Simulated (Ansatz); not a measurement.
**Tetradymite Bi2Te3**

Level of theory: PBEsol (Ansatz, a program for electronic structure, plane waves, PAW).

Run with plane-wave cutoff 520 eV, 10×10×10 k mesh, Fermi–Dirac smearing 0.01 eV, scalar-relativistic PAW data made under PBE.

Cell (relaxed at this level):

Space group R-3m, hexagonal axes (No. 166); a = b = 4.3810 Å, c = 30.3104 Å, α = β = 90.00°, γ = 120.00°

| atom | site | symmetry | x | y | z |
|---|---|---|---|---|---|
| Bi | 6c | 3m | 0.0000 | 0.0000 | 0.3998 |
| Te | 3a | -3m | 0.0000 | 0.0000 | 0.0000 |
| Te | 6c | 3m | 0.0000 | 0.0000 | 0.2100 |
(The calculation used a cell of 5 atoms; values per cell refer to that cell.)

For tetradymite Bi2Te3, the bulk modulus B0 is 33.5 GPa and the band gap is 0.21 eV. The pressure derivative B′ of the bulk modulus comes out as 11.9.

Measured, for comparison: bulk modulus 37 GPa (temperature not stated, no zero-point or thermal correction, our sources range from 32.5 to 39.5; as tabulated in Toher et al. (2017), arXiv:1611.05714). Computed (rounded) less measured: bulk modulus not scored (sources differ).

Note: the cell comes from a level without a dispersion term, which matters for the spacing of layers, chains or molecules; the bulk modulus comes from volumes at which shape and atoms were relaxed.

Spin–orbit coupling is not included; it can close the smallest gap of 0.21 eV.
